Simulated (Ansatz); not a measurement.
Input file:

```yaml
crystal:
  periodic: [false, false, false]
  atoms:
    - {symbol: B, position_ang: [0.000000, 0.000000, 0.114060]}
    - {symbol: B, position_ang: [0.000000, 0.000000, -1.406367]}
    - {symbol: H, position_ang: [0.000000, 0.000000, 1.292307]}
basis:
  gaussian: {orbitals: 6-31G}
magnetization: {spin_polarized: false, initial_magnetization: 5}
correlation: {method: ccsdtq, electrons: outside_noble_gas}
```

```sh
$ ansatz run in.yaml --threads 1 --pin off --events-out ev --progress --plain --max-ram 2393MiB
```

Problem. Roughly how long does this take on 1 thread of Intel Xeon Platinum 8259CL, shared host, and how much host memory?

Solution. 15 s wall and 0.15 GiB.

```
438 factors; integrals over basis functions are off by at most 1.5e-7 eV
mean field evaluation 1: about -1344.6068 eV, gradient 1.1e1 eV
mean field evaluation 2: about -1344.6150 eV, gradient 1.1e1 eV
mean field evaluation 4: about -1346.0019 eV, gradient 1.3e0 eV
mean field evaluation 8: about -1345.5194 eV, gradient 4.7e0 eV
mean field evaluation 16: about -1346.5236 eV, gradient 2.6e-6 eV
mean field evaluation 32: about -1346.5165 eV, gradient 6.5e-1 eV
mean field evaluation 64: about -1337.6586 eV, gradient 4.0e0 eV
mean field evaluation 96: about -1343.8414 eV, gradient 3.2e0 eV
mean field -1346.52363134 eV, -49.4838307451 hartree, gradient 2.6e-6 eV, S^2 8.750000; 4 other end points of the search recorded, 0 dependent functions left out
mean field evaluation 128: about -1345.8363 eV, gradient 2.9e0 eV
determinant -1346.52363134 eV, -49.4838307451 hartree, with singles and doubles -1348.14006594 eV, -49.5432336211 hartree
determinant -1343.46771026 eV, -49.3715277169 hartree, with singles and doubles -1345.62636607 eV, -49.4508568547 hartree
2 core orbitals not correlated: weight in the atoms' cores, before any rotation towards them, 1.000 or more for the frozen orbitals, at most 0.000 for the correlated occupied ones
reference -1346.52363134 eV, -49.4838307451 hartree; 6, 1 occupied and 12, 17 virtual orbitals, 438 factors
second order -1.04753913 eV of doubles, -0.01031551 eV of singles
cycle   1  -1.35496952 eV  change   -3.0e-1 eV  update   5.4e-2
cycle   2  -1.55047945 eV  change   -2.0e-1 eV  update   3.4e-2
cycle   3  -1.60272682 eV  change   -5.2e-2 eV  update   2.3e-2
cycle   4  -1.65843221 eV  change   -5.6e-2 eV  update   1.6e-2
cycle   5  -1.67863175 eV  change   -2.0e-2 eV  update   8.6e-3
cycle   6  -1.67974601 eV  change   -1.1e-3 eV  update   2.8e-3
cycle   7  -1.68057644 eV  change   -8.3e-4 eV  update   1.1e-3
cycle   8  -1.68100863 eV  change   -4.3e-4 eV  update   4.9e-4
cycle   9  -1.68090852 eV  change    1.0e-4 eV  update   1.9e-4
cycle  10  -1.68102008 eV  change   -1.1e-4 eV  update   8.9e-5
cycle  11  -1.68106346 eV  change   -4.3e-5 eV  update   3.9e-5
cycle  12  -1.68106547 eV  change   -2.0e-6 eV  update   1.7e-5
cycle  13  -1.68105502 eV  change    1.0e-5 eV  update   8.4e-6
cycle  14  -1.68104696 eV  change    8.1e-6 eV  update   3.6e-6
cycle  15  -1.68104654 eV  change    4.2e-7 eV  update   1.5e-6
cycle  16  -1.68104609 eV  change    4.6e-7 eV  update   7.1e-7
cycle  17  -1.68104517 eV  change    9.2e-7 eV  update   3.8e-7
cycle  18  -1.68104485 eV  change    3.2e-7 eV  update   2.4e-7
Total energy: -1348.20467618 eV, -49.5456080038 hartree
```

For the same geometry and basis full CI lies 0.4 meV higher.
